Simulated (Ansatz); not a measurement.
C2H3F (SMILES C=CF): the vertical energy of the triplet above the singlet from total energies

C2H3F has 6 atoms, charge 0, and is taken as a singlet. As SMILES, `C=CF`. The shape is that of a PBE0-D4/def2-TZVP optimisation.

```xyz
6

C    -0.5362    0.0764   -0.4428
C     0.4900   -0.0163    0.3766
F     0.9662   -1.1924    0.7955
H    -1.0439   -0.8033   -0.8166
H    -0.8802    1.0541   -0.7497
H     1.0461    0.8174    0.7907
```

Both states at this one shape; open shells run unrestricted unless said. 1 Eh = 27.2114 eV.

| level | program | singlet C2H3F (Eh) | triplet C2H3F (Eh) |
| --- | --- | --- | --- |
| HF/3-21G | Ansatz | -175.919272 | -175.780633 |
| B3LYP/6-31G* (Cartesian functions) | Ansatz | -177.819417 | -177.648325 |

Work out the vertical gap, second state less first, at each level.


1. HF/3-21G: -175.780633 − (-175.919272) = 0.138639 Eh = 3.77 eV.
2. B3LYP/6-31G* (Cartesian functions): -177.648325 − (-177.819417) = 0.171092 Eh = 4.66 eV.

No measured value is set beside it here; the levels span 3.77 to 4.66 eV. Hartree–Fock favours the state with fewer electron pairs, since it lacks pair correlation.
